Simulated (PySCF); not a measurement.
Compound: PH4 (charge +1).
Atom-mapped SMILES: `[PH4+:1]` (hydrogens: H2, H3, H4, H5 on P1)

Computed with PySCF at B3LYP/def2-SVPD, non-relativistic, on one gas-phase PBE0-D3(BJ)/def2-SVP geometry that isn't relaxed in the solvent. The solvent is an IEF-PCM continuum (van der Waals radii × 1.2), and excitations are vertical TDDFT with non-equilibrium linear response and a frozen core. Only the electrostatic response of the medium enters.

Gas-phase singlets (H = HOMO, L = LUMO):

```tsv
state	E (eV)	λ (nm)	f	leading configurations
S1	11.112	112	0.000	H-1→L 50%, H→L+1 49%
S2	11.113	112	0.000	H-2→L 50%, H→L+2 49%
S3	11.114	112	0.000	H-2→L+1 49%, H-1→L+2 49%
S4	11.382	109	0.000	H→L+1 22%, H-2→L 21%, H-1→L 18%
S5	11.383	109	0.000	H-1→L+2 20%, H-2→L+1 18%, H→L+2 16%
```

**Question.** Give the list for chloroform (ε = 4.711), n² = 2.09.

**Answer.** 
| state | E (eV) | λ (nm) | f | leading configurations | change by rank (eV) |
| --- | --- | --- | --- | --- | --- |
| S1 | 11.005 | 113 | 0.000 | H-1→L+1 40%, H→L+2 37%, H→L+1 10% | -0.107 |
| S2 | 11.005 | 113 | 0.000 | H-2→L+1 48%, H→L+3 44% | -0.108 |
| S3 | 11.006 | 113 | 0.000 | H-2→L+2 43%, H-1→L+3 42% | -0.108 |
| S4 | 11.263 | 110 | 0.000 | H→L+3 40%, H-2→L+1 25%, H-1→L+1 14% | -0.119 |
| S5 | 11.263 | 110 | 0.000 | H-1→L+2 27%, H-2→L+2 25%, H-1→L+3 22% | -0.120 |

**Question.** Give the list for acetonitrile (ε = 35.69), n² = 1.81.

**Answer.** 
```tsv
state	E (eV)	λ (nm)	f	leading configurations	change by rank (eV)
S1	10.992	113	0.000	H-1→L+1 30%, H→L+2 20%, H→L+3 16%	-0.120
S2	10.992	113	0.000	H-2→L+1 40%, H→L+3 24%, H→L+2 19%	-0.121
S3	10.993	113	0.000	H-2→L+3 38%, H-1→L+2 37%, H-2→L+2 9%	-0.121
S4	11.251	110	0.000	H→L+3 39%, H-1→L+1 16%, H-2→L+1 15%	-0.131
S5	11.251	110	0.000	H-1→L+2 48%, H-2→L+3 21%, H-2→L+1 14%	-0.132
```

**Question.** How do the frontier levels move from gas to acetonitrile?

**Answer.** 
```json
{"orbital": "LUMO+2", "gas (eV)": "-6.19", "solvent (eV)": "-0.19", "change (eV)": "+6.00"}
{"orbital": "LUMO+1", "gas (eV)": "-6.19", "solvent (eV)": "-0.19", "change (eV)": "+6.00"}
{"orbital": "LUMO", "gas (eV)": "-6.19", "solvent (eV)": "-0.28", "change (eV)": "+5.91"}
{"orbital": "HOMO", "gas (eV)": "-18.88", "solvent (eV)": "-12.76", "change (eV)": "+6.12"}
{"orbital": "HOMO-1", "gas (eV)": "-18.88", "solvent (eV)": "-12.76", "change (eV)": "+6.12"}
{"orbital": "HOMO-2", "gas (eV)": "-18.88", "solvent (eV)": "-12.76", "change (eV)": "+6.12"}
{"orbital": "HOMO-3", "gas (eV)": "-26.16", "solvent (eV)": "-20.03", "change (eV)": "+6.13"}
```

The HOMO–LUMO gap goes from 12.69 to 12.48 eV. Rows go by rank; for LUMO and LUMO+1 the atom shares or the degeneracy differ between the runs, so the row needn't follow one orbital.
